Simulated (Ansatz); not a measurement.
Basis-set extrapolation for C₄H₆O₂, SMILES `O=CC1(O)CC1` (PBE0-D4/def2-TZVP geometry, frozen core, the Gaussian-basis code of Ansatz). Multiplicity 1, RHF reference.

```csv
,def2-TZVPP,def2-QZVPP
HF,-304.767774,-304.781600
MP2 correlation,-1.121705,-1.200869
CCSD(T) correlation,-1.197219,not run
```

Energies in hartree. Use E(X) = E(∞) + A·exp(−7.88·√X) for Hartree–Fock and E(X) = E(∞) + B·X^(−2.97) for correlation, with X = 3 and 4, and add CCSD(T) minus MP2 of the smaller set to the MP2 limit.

Task: What is the CCSD(T) energy at the basis-set limit?

Result: HF limit: -304.781600 + (-0.013826) × 0.13774 = -304.78350. MP2 limit: -1.200869 + (-0.079164) × 0.74074 = -1.25951. Higher-order term: -1.197219 − (-1.121705) = -0.07551. Total: -306.11852 hartree, 4.18 eV below CCSD(T)/def2-TZVPP.
